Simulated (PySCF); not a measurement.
Which determinant of P₂ lies lowest?

Unrestricted PBE0; PySCF, no relativity, basis sets P def2-TZVPPD. Outer shells of the fragments: P 3s2 3p3; P 3s2 3p3.

Followed along the bond (rough minima from three points):

```csv
2Ms+1,unpaired,⟨S²⟩ at the start,R at minimum (Å),Te (eV)
1,none,0.00,1.88,0.00
3,π ↑↑,2.01,2.06,2.33
5,π ↑↑↑↑,6.02,none in the scan,≤ 3.44
```

Solutions found at the starting distance of 2.130 Å, counted from the lowest of them; the search is not exhaustive and high or unbound solutions are not listed, so other states can lie among these:

| 2Ms+1 | unpaired | term | E (eV) | ⟨S²⟩ | ⟨Lz²⟩ |
| --- | --- | --- | --- | --- | --- |
| 1 | none | ¹Σ⁺ | 0.00 | 0.00 | 0.00 |
| 3 | π ↑↑ | mixed | 1.51 | 2.01 | 2.02 |
| 3 | π ↑↑ | mixed | 2.15 | 2.01 | 2.01 |
| 1 | π ↑↓ | mixed | 2.28 | 1.01 | 2.02 |
| 3 | σ ↑, π ↑ | ³Π | 2.73 | 2.02 | 1.01 |
| 5 | π ↑↑↑↑ | ⁵Σ⁺ | 2.85 | 6.02 | 0.00 |
| 1 | σ ↓, π ↑ | mixed | 3.01 | 1.02 | 1.01 |
| 1 | π ↑↑↓↓ | mixed | 3.54 | 2.03 | 4.07 |
| 5 | σ ↑, π ↑↑↑ | ⁵Π | 3.86 | 6.01 | 1.01 |
| 3 | σ ↑, π ↑↑↓ | mixed | 4.48 | 3.02 | 3.04 |

A term symbol is given only where ⟨S²⟩ and ⟨Lz²⟩ are close to those of a pure state; real π, δ and φ orbitals otherwise mix terms, and g/u labels are left off.

Compare the gap between the two lowest followed solutions at the starting distance with the gap between their minima.

At PBE0 the second solution (triplet, unpaired electrons π ↑↑) lies +1.51 eV from the first (singlet, closed shell) at 2.130 Å and +2.33 eV at the minima; the two curves relax by different amounts, since their minima lie near 2.06 and 1.88 Å.

The measured ground state is X ¹Σg+ (Huber and Herzberg, Constants of Diatomic Molecules (1979)).

Counting both spins, an empty level lies below a filled one in some of these solutions, because spin and occupation are held.
